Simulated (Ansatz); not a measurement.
GaHS$_{2}$⁺, doublet: the ladder up to UCCSDT(Q)

Geometry: that of the GaHS2, singlet, kept fixed.

```yaml
atoms:
  - { symbol: Ga, position_ang: [0.0000, 0.0000, 0.8758] }
  - { symbol: S, position_ang: [0.0000, -1.1037, -0.9900] }
  - { symbol: S, position_ang: [0.0000, 1.1037, -0.9900] }
  - { symbol: H, position_ang: [0.0000, 0.0000, 2.4056] }
```

Basis cc-pVDZ; Ansatz 0.2.0. Correlated methods freeze the noble-gas cores and the filled d shells of p-block atoms, which leaves 15 electrons in 44 orbitals. R marks a restricted (for open shells ROHF) determinant, U an unrestricted one. Active spaces: valence = (11e, 11o, short of the full valence) chosen from the atoms' valence shells. No spin–orbit coupling is included, and no scalar relativity.

Full CI isn't at hand for all of this; UCCSDT(Q) serves as the reference, and is uncertain by the last step of the cluster series or more. The frozen core follows each run's orbitals, which can shift R against U totals by a few meV for light atoms and by up to 0.1 eV past Ca.

The UHF ⟨S²⟩ is 0.792. The T1 diagnostic (RCCSD) is 0.0180. The largest doubles amplitude (RCCSD) is 0.063. The T1 diagnostic (UCCSD) is 0.0180.

```json
{"level": "UHF", "E − E(UCCSDT(Q)) (kJ/mol)": "918.2", "wall time": "–"}
{"level": "UMP2", "E − E(UCCSDT(Q)) (kJ/mol)": "125.8", "wall time": "–"}
{"level": "UCCSD", "E − E(UCCSDT(Q)) (kJ/mol)": "45.4", "wall time": "–"}
{"level": "UCCSD(T)", "E − E(UCCSDT(Q)) (kJ/mol)": "7.1", "wall time": "22 s"}
{"level": "UCCSDT", "E − E(UCCSDT(Q)) (kJ/mol)": "4.3", "wall time": "–"}
```

Run but not shown, since their state, orbitals or frozen core can't be matched to the reference's or they repeat it: RHF, RMP2, RCCSD, RCCSD(T), BCCD(T), RCCSDT, RCCSDT(Q), CASSCF (valence space), NEVPT2 (valence space).

Times hold each run's SCF and search for its determinant on a shared host, so for small cases they say little of a method's own cost; they ran on 1 thread of Arm Neoverse V1. Some runs computed forces too.

Natural occupations of CASSCF (valence space) about the gap: 1.968 1.968 1.953 1.932 1.023 0.069 0.044 0.024 0.018 0.018; effectively unpaired electrons, Σ n²(2−n)², 1.06.
